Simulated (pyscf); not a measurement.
**Routes from HP=InH (SMILES [PH]=[InH]) + H₂ (SMILES [H][H])**

Candidate steps break at most two bonds and form at most two. Each was searched with GFN2-xTB (tblite) first. Structures and frequencies: ωB97X-D3(BJ)/def2-SVP in PySCF. Energies: ωB97M-D3(BJ)/def2-TZVP, kJ/mol, from the separated reactants, singlet surface; ΔG‡ with ideal gas, 1 atm, RRHO with modes under 100 cm⁻¹ raised to 100, one conformer, R ln 2 for chiral ones without a mode under 150 cm⁻¹.

```
products                                                           type    ΔE‡      ΔE  ΔG‡ 298 K  ΔG‡ 900 K  ν‡ (cm⁻¹)
---------------------  ------------------------------------------------  -----  ------  ---------  ---------  ---------
H₂P–InH₂               addition across a multiple bond or ene-type step  132.3  -119.1      163.5      235.9      1704i
H₂P–In [singlet] + H₂                       concerted two-bond exchange  211.2  -119.6      240.9      308.2      1294i
```

Plain bond fissions and candidates not yet searched are not listed, and one of them may be faster. Each barrier is that of the saddle found; lower ones may exist. A restricted solution here is unstable towards spin polarisation, so biradical character is likely and single-reference numbers are less safe. Elements past Kr carry the def2 core potentials, without spin-orbit coupling.
